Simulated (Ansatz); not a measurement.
# HPSi2: the cost of one run

Program: Ansatz 0.2.0, Gaussian basis. Level of theory: the settings change from run to run. These are calculated values, not measurements.

18 further runs of the same task are left out: 7 that didn't finish, 11 set aside as unsound or not needed.

**1. The geometry**

The geometry is a PBE0/def2-TZVP stationary point (not a proven minimum) of the parent state, kept for this charge and spin.

4 atoms, charge 1, spin multiplicity 2.

Atoms are counted from 1 here; the program's logs count them from 0.

Bond lengths: Si1–P2 2.139 Å, P2–Si3 2.139 Å, P2–H4 1.450 Å. Angles: Si1–P2–Si3 167.4°, Si1–P2–H4 83.7°, Si3–P2–H4 83.7°.

**2. CCSDT(Q) on ROHF/6-31G**

in.yaml reads:

```yaml
crystal:
  periodic: [false, false, false]
  atoms:
    - {symbol: Si, position_ang: [0.000000, 0.068696, 2.125663]}
    - {symbol: P, position_ang: [0.000000, -0.166364, 0.000000]}
    - {symbol: Si, position_ang: [0.000000, 0.068696, -2.125663]}
    - {symbol: H, position_ang: [-0.000001, 1.283999, 0.000000]}
basis:
  gaussian: {orbitals: 6-31G}
total_charge: 1
magnetization: {spin_polarized: false, initial_magnetization: 1}
correlation: {method: ccsdt_q, electrons: outside_noble_gas}
```

Command:

```sh
ansatz run in.yaml --threads 1 --pin off --events-out ev --progress --plain --max-ram 2393MiB
```

What time and memory should one allow on 1 thread of Arm Neoverse V1, shared host?

About 22 s, with a peak of 0.26 GiB.
